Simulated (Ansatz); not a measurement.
Compare A (`OC#CCO`) with its isomer B (`O=CC1CO1`).

Program: Ansatz. Geometries: PBE0-D4/def2-TZVP. ΔE: electronic, gas phase. CBS: MP2 limit from def2 TZ/QZ plus the TZ coupled-cluster correction, frozen cores. DFT in def2-TZVPP. B3LYP here is the variant with VWN-RPA as its local correlation; programs differ in this. One conformer a species, not always the lowest.

Question: Which isomer does CCSD(T)/CBS put lower? Give the gap. (An estimate is asked.)

Answer: Computed: B, by 77.1 kJ/mol.

Question: Give E(B) − E(A) in kJ/mol with PBE-D4, CCSD(T)/def2-SVP, B3LYP, CCSD(T)/def2-TZVPP, LDA (SPW92), PBE0-D4, BLYP-D4. (An estimate is asked.)

Answer: Computed: PBE-D4 -92.3, CCSD(T)/def2-SVP -97.3, B3LYP -77.0, CCSD(T)/def2-TZVPP -83.3, LDA (SPW92) -82.5, PBE0-D4 -90.2, BLYP-D4 -80.8. None reverses the order clearly.

Question: Does the order hold for the free energy at 298.15 K (harmonic terms from PBE0-D4)? (Best estimate.)

Answer: Computed: Yes: G(B) − G(A) = -72.6 kJ/mol, for one conformer each.

Largest T1 diagnostic: 0.014.

From r2SCAN to r2SCAN0 (25 % exact exchange), in def2-TZVPP and without D4, E(B) − E(A) moves by +4.6 kJ/mol. At CCSD(T), def2-SVP lies −20.3 kJ/mol from the extrapolated value and def2-TZVPP −6.2 kJ/mol.
